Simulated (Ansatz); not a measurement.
# Sc₃Re: from a trial structure to a relaxed crystal

Method: DFT PBE, scalar-relativistic, plane waves, PAW in Ansatz. Cutoff 420 eV, Γ-centred k mesh, Gaussian smearing, no spin polarisation in the final step.

Sc₃Re was placed on the TiAl3 (D0_22) structure type (I4/mmm, No. 139), with Re in place of Ti, Sc in place of Al, at a guessed volume.

```
CELL_PARAMETERS angstrom
-2.01027 2.01027 4.49047
2.01027 -2.01027 4.49047
2.01027 2.01027 -4.49047
ATOMIC_POSITIONS crystal
Sc 0.50000 0.50000 0.00000
Sc 0.25000 0.75000 0.50000
Sc 0.75000 0.25000 0.50000
Re 0.00000 0.00000 0.00000
```

Cell and atoms relax at zero pressure; the relaxation can't lower the symmetry of the start. After a coarse first stage the cell is made exact in the group found at 0.06 Å.

Formation energies are uncorrected and refer to the elements' standard structures at the same level.

Problem. What does it relax into?

Solution. It ends in Fm-3m (No. 225). The result has the BiF3 (D0_3) structure. Conventional cell: a = 6.794 Å. Sc on Wyckoff site b (1 atom of the primitive cell) has 8 Sc at 2.94 Å and 6 Re at 3.40 Å; around Sc on Wyckoff site c (2 atoms of the primitive cell) lie 4 Re at 2.94 Å, 4 Sc at 2.94 Å and 6 Sc at 3.40 Å; Re is coordinated by 8 Sc at 2.94 Å and 6 Sc at 3.40 Å.

```
Sc Re
1.0
     0.00000    3.39690    3.39690
     3.39690    0.00000    3.39690
     3.39690    3.39690    0.00000
Sc Re
3 1
Direct
  0.50000 0.50000 0.50000
  0.75000 0.75000 0.75000
  0.25000 0.25000 0.25000
  0.00000 0.00000 0.00000
```

Problem. What are its volume, energy, density and gap?

Solution. The volume per atom is 19.60 Å³. The density is 6.80 g/cm³, the energy over the elements is 0.06 eV/atom and the gap on the 14×14×14 mesh is 0 eV (a metal).

The final run used a 14×14×14 mesh on its 4-atom cell and 0.10 eV smearing. For metals, differences of a few meV/atom aren't resolved. Spin–orbit coupling is left out. A structure relaxed within its symmetry needn't be a true minimum. The steps took roughly 2 core-minutes in all.